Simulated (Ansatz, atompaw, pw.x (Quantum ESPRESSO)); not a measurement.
**germanium: does the PAW (atompaw) potential hold in the solid?**

germanium, PAW, made with atompaw 4.2.0.5 (LDA (PW92), scalar-relativistic). Core [Ar] 3d10, reference 4s2 4p2. Waves: 4s (bound): rc 2.15 bohr; 4s channel at -0.45 Ry: rc 2.15 bohr; 4p (bound): rc 2.15 bohr; 4p channel at 2.65 Ry: rc 2.15 bohr. Local part: bessel scheme, radius 2.00 bohr. Core correction: smooth core density matched at 1.80 bohr. Augmentation charge: sinc compensation charge, radius 2.05 bohr; PAW radius 2.15 bohr; waves and projectors: custom rrkj vanderbiltortho.

Atomic tests: cutoffs needed: 8 Ry and 15 Ry (the cutoffs (Ry, on a coarse ladder) from which the occupation-weighted sum of valence levels, in a spherical-Bessel basis at the reference potential, stays within 10 and 1 mRy of its value at 400 Ry); ghost test: no extra level below or beside the all-electron valence levels (s, p, d, f tested) (spherical-Bessel basis up to 400 Ry, 20 bohr box); lowest eigenvalue of the overlap operator: 0.41 (s channel).

Crystal test: bcc Ge in pw.x 7.5, no spin, 14³ k-points, Fermi–Dirac smearing 0.01 Ry, cutoffs 40/400 Ry. The reference is all-electron LAPW (Ansatz 0.2.0) with the same functional, mesh and smearing; V0 and B0 come from Birch–Murnaghan fits to the pressures at five volumes. Errors are pseudo minus all-electron; Δ is the rms difference of the E(V) curves that follow from these fits, minima aligned, over ±6 % about the mean V0. Mesh and smearing are coarse, so the numbers serve the comparison and aren't converged zero-temperature values; the lattice is a test structure that the element need not adopt.

```
V (Å³/atom)  P all-electron (GPa)  P pseudo (GPa)
     16.998                  4.39           -6.32
     17.446                  1.99           -7.75
     17.893                 -0.10           -8.97
     18.340                 -1.93          -10.04
     18.788                 -3.53          -10.95
```

All-electron: a0 = 3.294 Å (V0 = 17.87 Å³/atom), B0 = 78.6 GPa.

Pseudopotential: mean pressure error (GPa): -8.97. The pressure does not cross zero within the volumes sampled, so no fit is given. This is a poor potential for the solid.

**Question.** At the middle volume, how do free energy and pressure move when the wave cutoff is lowered (ecutrho held at 400 Ry)?

**Answer.**

```tsv
cutoff (Ry)	shift of F (meV/atom)	shift of P (GPa)
18	+1.7	-0.04
24	+0.9	-0.01
32	+0.2	-0.01
```

The run at the middle volume (104 k-points, 6 iterations) took about 5.6 s on one core of a shared host (Intel(R) Xeon(R) Platinum 8488C, 96 threads, 744 GiB, load 48).
